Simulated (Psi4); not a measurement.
Reaction (SMILES): O=C=S + H+ → O=C=[SH+]
B3LYP-D3(BJ)/def2-TZVP geometries, fixed; electronic energies without zero-point terms; positive where energy is released.

Effect of the treatment of two-electron integrals at B3LYP/def2-TZVP with Psi4, against the last row, where the proton affinity is 152.21 kcal/mol. The proton sits at the site shown, which need not be the one that binds it best.

| setting | largest shift of a total energy (mEh) | shift of the proton affinity (kcal/mol) |
|---|---|---|
| scf_type: df | -0.009 | 0.006 |
| scf_type: cd | 0.007 | -0.005 |
| scf_type: pk | 0.000 | 0.000 |

Within 0.02 kcal/mol in the proton affinity: scf_type: df; scf_type: cd. The largest shift is 0.009 mEh in a total energy and 0.006 kcal/mol in the difference.
